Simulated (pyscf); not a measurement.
Thermochemistry of product channels of `[AsH2][In]` [singlet] + `[SiH2]` [singlet] on the singlet surface, in kJ/mol, from ωB97M-D3(BJ)/def2-TZVP energies (ideal gas, 1 atm, RRHO with modes under 100 cm⁻¹ raised to 100, one conformer, R ln 2 for chiral ones without a mode under 150 cm⁻¹). Optimised with ωB97X-D3(BJ)/def2-SVP in PySCF.

```tsv
products	ΔE	ΔH(298 K)	ΔG(900 K)	ΔG(1200 K)
`[SiH3][In]=[AsH]`	-165.8	-154.1	-22.2	+19.0
`[SiH2]=[As][In]` [singlet] + `[H][H]`	-145.0	-141.4	-106.1	-96.6
`[AsH2][SiH2][In]` [singlet]	-203.0	-191.0	-58.7	-17.2
`[SiH3][AsH][In]` [singlet]	-275.1	-261.5	-122.8	-78.9
```

The channel to H₃Si–In=AsH turns unfavourable between 298 and 1200 K (ΔG from -109.3 kJ/mol to +19.0 kJ/mol).

These are energies of the channels, which say nothing of barriers. Elements up to Kr have no core potential and no relativistic terms here. Elements past Kr carry the def2 core potentials, without spin-orbit coupling.
